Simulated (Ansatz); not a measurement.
Molecule: hydrazine, N$_{2}$H$_{4}$, net charge 0, singlet state. 
Coordinates optimised at B3LYP-D3(BJ)/def2-TZVP (Ansatz, a program for electronic structure):
```
N
H 1 1.0116
H 1 1.0154 2 108.30
N 1 1.4300 2 107.93 3 122.00
H 4 1.0116 1 107.93 2 150.52
H 4 1.0154 5 108.30 1 -122.00
```
Charge 0, spin multiplicity 1.

Quantity: atomisation energy (electronic, to ground-state atoms), in eV. Cores are frozen in the correlated levels unless marked. UHF or UKS for open shells. Spin-orbit coupling is left out. No relativistic terms. FCI takes restricted orbitals. The coupled-cluster limit lacks core correlation, which all-electron functionals hold. Basis-set limits of correlation are two-point, X^-3; Hartree-Fock from the larger set.

```json
[
 {"level": "HF/aug-cc-pVQZ", "program": "Ansatz", "atomisation energy (eV)": "11.63"}
]
```

Predict the CCSD(T)/CBS(def2-TZVPPD,def2-QZVPPD) result (Ansatz).

18.97 eV
